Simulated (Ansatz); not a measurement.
The same path of CH4BN (7 atoms, charge 0, multiplicity 1) was run 3 times with different band settings.

Level of theory: RKS PBE/def2-SVP in Ansatz 0.2.0.

Relaxed end points:

```xyz
7
Properties=species:S:1:pos:R:3
B -1.123 0.380 -0.549
N 0.048 -0.023 0.012
C 1.130 -0.396 0.531
H -1.561 -0.237 -1.504
H -1.699 1.346 -0.081
H 1.155 -1.138 1.360
H 2.111 0.000 0.185
```

```xyz
7
Properties=species:S:1:pos:R:3
B -1.123 0.380 -0.549
N 0.048 -0.023 0.012
C 1.130 -0.396 0.532
H -1.561 -0.237 -1.504
H -1.699 1.346 -0.081
H 2.111 0.000 0.186
H 1.155 -1.138 1.360
```

Common settings: movable images 7; climbing image yes; spring 5.0 eV/Å²; start path IDPP; force threshold 0.03 eV/Å; iteration limit 60.

| run | optimiser | end points | largest step |
| --- | --- | --- | --- |
| 1 | quadratic models (default) | relaxed | default |
| 2 | quadratic models (default) | as typed, not relaxed | default |
| 3 | lbfgs | relaxed | 0.02 Å |

Question: What does each run give, and how far can it be trusted?

Answer: Run 1: converged after 17 iterations, highest image 1.127 eV above the first end. A vibrational analysis at the climbing image gives one clearly imaginary mode, 420i cm⁻¹: a first-order saddle point.
Run 2: not converged after 60 iterations, highest image 0.021 eV above the first end. The band didn't meet its force threshold, so its energies are provisional: the largest band force was still 0.67 eV/Å, and over the last iterations the top stayed at 0.02 eV. The end points aren't both relaxed to the band's threshold either. Inner images lie below an end point, which means an intermediate or an end that isn't the lowest structure nearby.
Run 3: not converged after 60 iterations, highest image 1.460 eV above the first end. The band didn't meet its force threshold, so its energies are provisional: the largest band force was still 1.20 eV/Å, and over the last iterations the top moved between 1.46 and 1.49 eV.
